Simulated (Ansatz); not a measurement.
We consider fluorite CeO2, described by PBEsol in Ansatz (PAW).

Settings: plane-wave cutoff 520 eV, 8×8×8 k mesh, perturbation theory, force constants from a 4×4×4 q mesh, no spin polarisation, scalar-relativistic PAW data made under PBE.

Computed at the level's own relaxed cell.

Space group Fm-3m (No. 225); a = b = c = 5.3978 Å, α = β = γ = 90.00°

```csv
atom,site,symmetry,x,y,z
Ce,4a,m-3m,0.0000,0.0000,0.0000
O,8c,-43m,0.2500,0.2500,0.2500
```
(The calculation used a cell of 3 atoms; values per cell refer to that cell.)

Harmonic phonon frequencies (cm⁻¹; i marks an imaginary mode; at Γ without the LO shift):

```tsv
q point	frequencies
Γ	0 0 0 276 276 276 434 434 434
```

Measured, for comparison: zone-centre TO phonon frequency 272 cm⁻¹ (temperature not stated, no zero-point or thermal correction; as tabulated in SRNL-STI-2020-00011).

Ansatz is an electronic-structure program.
